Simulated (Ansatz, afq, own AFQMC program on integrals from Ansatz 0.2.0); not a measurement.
**TiH, doublet → TiH, quartet**

```xyz
2

Ti    0.0000    0.0000    0.0000
H     0.0000    0.0000    1.7567
```

E(quartet, charge +0) − E(doublet, charge +0) at this geometry, on ROHF and UHF determinants.

Basis def2-TZVP. Only valence electrons are correlated. Integrals, coupled cluster, full CI and functionals: Ansatz 0.2.0; the random walks run on the same integrals in our own AFQMC program. The CISD trial takes its coefficients from CCSD amplitudes. Released means that phaseless walkers are propagated on without the constraint, phases kept. ± is one standard error of the sampling. The metal's outer-core s and p shells are frozen, which shifts wave-function levels against functionals. The errors of all members are added in quadrature.

No full CI on the walks' own integrals is used here; CCSDTQ serves as the reference and is uncertain by about the last step of the cluster series. Each member takes its own surest rung, up to full CI.

Errors are counted within def2-TZVP, not against nature.

Cautions: no relativity below Rb; outer-core shells of the metal frozen; TiH (doublet): a spin-contaminated unrestricted determinant lies lower (UHF 1.26 eV lower, ⟨S²⟩ 1.76), strong correlation (T1 0.089, weight of the determinant 0.80, largest double 0.16), the released energies have errors that jump between times, so the bars are unsure, so no released level is given (meV from the phaseless value at times in 1/Eh: -16.5 ± 1.3 at 0.60, -23 ± 4 at 1.20, -34 ± 4 at 2.00, 10 ± 55 at 3.00, -51 ± 6 at 4.20), though the last usable value meets CCSDTQ within the noise, the ph-AFQMC/HF walk drifts between its halves (2.0 errors), CCSDTQ on the UHF determinant differs (250 meV lower), perhaps since the unrestricted series falls towards higher spin, a state of higher spin lies lower, its ph-AFQMC/CISD value lies 56.5 ± 2.1 meV above CCSDTQ; TiH (quartet): strong correlation (T1 0.058, weight of the determinant 0.92, largest double 0.07), the released energies have errors that jump between times, so the bars are unsure, so no released level is given (meV from the phaseless value at times in 1/Eh: -37 ± 22 at 0.60, 2 ± 11 at 1.20, -26 ± 21 at 2.00, -17 ± 6 at 3.00, -31 ± 20 at 4.20), though the last usable value meets full CI within the noise, its ph-AFQMC/CISD value lies 17.9 ± 0.7 meV above full CI.

Reference (CCSDTQ): -7.8 kcal/mol.

```
        level  vertical spin gap (kcal/mol)  error against CCSDTQ (kcal/mol)
           HF                         -38.7                            -30.9
          MP2                         -18.8                            -11.1
         CCSD                         -10.1                             -2.3
      CCSD(T)                          -8.4                             -0.6
        CCSDT                          -7.9                             -0.1
     CCSDT(Q)                          -7.8                              0.0
ph-AFQMC/CISD                   -8.6 ± 0.05                      -0.9 ± 0.05
```

Correlation beyond CCSD(T) adds 0.6 kcal/mol. The perturbative (T) step is worth +1.7 kcal/mol. Where the cautions show a poor determinant, the low rows tell how each method copes with it, not its usual error.

CCSDT and higher add their correlation energy to the determinant of the CCSD(T) run, since their own runs factorise the integrals more tightly (a shift of under 2 meV). A walk keeps the symmetry of its determinant, which the program's search chose and which needn't be the lowest solution, so a lower state of the same spin and another symmetry isn't excluded.
